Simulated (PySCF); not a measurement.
# Where the electron goes

Compound: C₃H₉NP₂.
Z-matrix (Å and degrees, GFN2-xTB geometry), rows numbered from 1:
```
C 
C   1  1.5269
N   2  1.4445  1  112.45
C   3  1.4465  2  114.73  1    87.63
P   3  1.6802  2  127.69  1   -86.08
P   5  2.0364  3  113.40  2     0.07
H   1  1.0873  2  110.62  3   -62.07
H   1  1.0869  2  110.13  3   177.71
H   1  1.0887  2  110.08  3    57.62
H   2  1.0954  1  109.78  3  -121.16
H   2  1.0945  1  109.96  3   120.55
H   4  1.0926  3  111.04  2   -59.04
H   4  1.0875  3  109.25  2  -179.02
H   4  1.0932  3  110.15  2    61.35
H   6  1.3934  5  100.72  3     3.74
```

Computed, not measured: TDDFT PBE0/def2-SVPD, vertical, gas phase, core orbitals frozen in the response (PySCF 2.14.0, density-fitted response routines).

Frontier orbitals with the atoms that hold most of them (Löwdin shares over 4%, at most four atoms; ? is withheld):

```
orbital  ε (eV)                           atoms
 LUMO+2    0.54   C4 23%, C1 11%, P5 10%, C2 9%
 LUMO+1    0.33  P6 32%, P5 29%, H15 12%, N3 8%
   LUMO       ?                               ?
   HOMO   -6.17                               ?
 HOMO-1   -7.42           P5 46%, P6 38%, N3 6%
 HOMO-2   -8.02  P6 46%, P5 25%, H15 14%, N3 8%
 HOMO-3   -8.47   N3 31%, P5 26%, P6 12%, C4 8%
```

Question: Give the leading atoms of the LUMO.

Answer: P5 (bonded to N and P) 44%; P6 (bonded to P and H) 34%; N3 (bonded to 2 C and P) 14%; H15 (bonded to P) 4%. By element: phosphorus 78%, nitrogen 14%, hydrogen 4% or more.

Question: Which atoms hold the HOMO, and with what shares?

Answer: P6 (bonded to P and H) 44%; N3 (bonded to 2 C and P) 21%; P5 (bonded to N and P) 19%; H15 (bonded to P) 5%. By element: phosphorus 62%, nitrogen 21%, hydrogen 5% or more.

Question: What is the LUMO energy, and the HOMO–LUMO gap?

Answer: ε(LUMO) = -1.74 eV; the gap is 4.43 eV (0.1627 hartree).

Question: How does S1 compare with the orbital gap of 4.43 eV?

Answer: S1 is at 3.97 eV (f = 0.151), 0.46 eV below the gap, made of HOMO→LUMO (91%). Without the coupling terms of the response equations the lowest excitation would equal the gap.

Question: Give energy, strength and leading configuration of S1, S2 and S8, and follow the Löwdin shares of the leading atoms from the occupied to the empty orbital.

Answer: 
- S1 (3.97 eV, f 0.151), HOMO→LUMO (91%): P6 44% → 34%, N3 21% → 14%, P5 19% → 44%
- S2 (4.26 eV, f 0.013), HOMO-1→LUMO (94%): P5 46% → 44%, P6 38% → 34%
- S8 (6.44 eV, f 0.014), HOMO-1→LUMO+1 (87%): P5 46% → 29%, P6 38% → 32%

Löwdin shares depend on the basis, the more so with diffuse functions.

One conformer stands for the species.
